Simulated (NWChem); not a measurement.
# Correlation energy of difluoromethane (CH₂F₂)

SMILES: FCF
```xyz
5

F      1.0958     0.0000    -0.2872
C      0.0000     0.0000     0.4910
F     -1.0958     0.0000    -0.2872
H      0.0000     0.9137     1.1116
H      0.0000    -0.9137     1.1116
```
Charge 0, spin multiplicity 1.

Everything below was run with NWChem. The geometry was optimised at PBE0/def2-SVP, a minimum by its harmonic frequencies.

Basis set: def2-SVP. Each correlation energy counts from its own Hartree-Fock reference.

The correlated methods keep 3 core orbitals frozen. Coupled-cluster values serve here as a point of comparison, not as the truth.

Question: Order these methods by the correlation energy they give, lowest first: CCSD(T), CR-CCSD(T), MP2, SCS-MP2.

Answer: CCSD(T) (-533.9 mHa), CR-CCSD(T) (-532.2 mHa), MP2 (-506.2 mHa), SCS-MP2 (-493.1 mHa)
